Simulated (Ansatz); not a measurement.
The input, for Ansatz 0.2.0:

```yaml
crystal:
  periodic: [false, false, false]
  atoms:
    - {symbol: Ga, position_ang: [0.000470, 0.027439, -0.043498]}
    - {symbol: H, position_ang: [0.000470, -1.477886, -0.539276]}
    - {symbol: H, position_ang: [0.371992, -0.199720, 1.694787]}
    - {symbol: H, position_ang: [-0.404948, -0.220445, 1.853378]}
basis:
  gaussian: {orbitals: aug-cc-pVDZ}
magnetization: {spin_polarized: false, initial_magnetization: 2}
correlation: {method: fic_mrcisd_q, electrons: outside_noble_gas, active_space: {window: {electrons: 4, orbitals: 4}}}
```

```sh
$ ansatz run in.yaml --threads 5 --pin off --events-out ev --progress --plain --max-ram 130560MiB --backend cuda --devices 0, --max-vram 75GiB
```

The program prints:

```
659 factors; integrals over basis functions are off by at most 1.2e-3 eV
mean field evaluation 1: about -52376.4374 eV, gradient 8.2e0 eV
mean field evaluation 2: about -52376.4383 eV, gradient 8.2e0 eV
mean field evaluation 4: about -52377.4339 eV, gradient 1.2e0 eV
mean field evaluation 8: about -52377.4668 eV, gradient 4.3e-4 eV
mean field -52377.46682589 eV, -1924.8364031292 hartree, gradient 1.7e-6 eV, S^2 2.000000; 0 other end points of the search recorded, 0 dependent functions left out
reference -52377.46682589 eV, -1924.8364031292 hartree; 18, 16 occupied and 45, 47 virtual orbitals, 659 factors
state -52377.92566850 eV, -1924.8532652843 hartree
contracted CI cycle   1: correlation 0.00000000 eV, 0.0000000000 hartree, residual 1.03e1 eV
contracted CI cycle   2: correlation -1.93933224 eV, -0.0712691454 hartree, residual 2.15e0 eV
contracted CI cycle   3: correlation -2.03614194 eV, -0.0748268361 hartree, residual 6.84e-1 eV
contracted CI cycle   4: correlation -2.04753432 eV, -0.0752454983 hartree, residual 2.60e-1 eV
contracted CI cycle   5: correlation -2.04921799 eV, -0.0753073722 hartree, residual 1.08e-1 eV
contracted CI cycle   6: correlation -2.04949642 eV, -0.0753176044 hartree, residual 4.81e-2 eV
contracted CI cycle   7: correlation -2.04954397 eV, -0.0753193518 hartree, residual 1.88e-2 eV
contracted CI cycle   8: correlation -2.04955062 eV, -0.0753195961 hartree, residual 7.31e-3 eV
contracted CI cycle   9: correlation -2.04955163 eV, -0.0753196332 hartree, residual 2.48e-3 eV
contracted CI cycle  10: correlation -2.04955175 eV, -0.0753196375 hartree, residual 8.78e-4 eV
state -52377.92566850 eV, -1924.8532652843 hartree; corrected -52380.09638480 eV, -1924.9330376370 hartree
state -52377.90033979 eV, -1924.8523344713 hartree
contracted CI cycle   1: correlation 0.00000000 eV, 0.0000000000 hartree, residual 1.08e1 eV
contracted CI cycle   2: correlation -2.01157793 eV, -0.0739241255 hartree, residual 1.99e0 eV
contracted CI cycle   3: correlation -2.08953284 eV, -0.0767889154 hartree, residual 4.94e-1 eV
contracted CI cycle   4: correlation -2.09508366 eV, -0.0769929045 hartree, residual 1.72e-1 eV
contracted CI cycle   5: correlation -2.09568262 eV, -0.0770149159 hartree, residual 5.59e-2 eV
contracted CI cycle   6: correlation -2.09575990 eV, -0.0770177558 hartree, residual 2.02e-2 eV
contracted CI cycle   7: correlation -2.09576892 eV, -0.0770180873 hartree, residual 7.30e-3 eV
contracted CI cycle   8: correlation -2.09577009 eV, -0.0770181302 hartree, residual 2.85e-3 eV
contracted CI cycle   9: correlation -2.09577026 eV, -0.0770181365 hartree, residual 1.02e-3 eV
state -52377.90033979 eV, -1924.8523344713 hartree; corrected -52380.10699896 eV, -1924.9334277000 hartree
state -52377.90033979 eV, -1924.8523344713 hartree; corrected -52380.10699896 eV, -1924.9334277000 hartree
the orbitals are reached from a further start. From the first start the search ends at -52377.92566580 eV, -1924.8532651851 hartree
WARN: the results are in doubt because another end's mean lies 0.025 eV lower, and its corrected mean 0.011 eV higher
Total energy: -52380.10699896 eV, -1924.9334277000 hartree
In doubt: another end's mean lies 0.025 eV lower, and its corrected mean 0.011 eV higher
```

Natural occupations: 1.9735 1.0018 1.0000 0.0247.

Ran on 5 threads of AMD EPYC 7R13 with a whole H100 80 GB, shared host: 3.5 s wall, 0.8 GiB peak host memory.
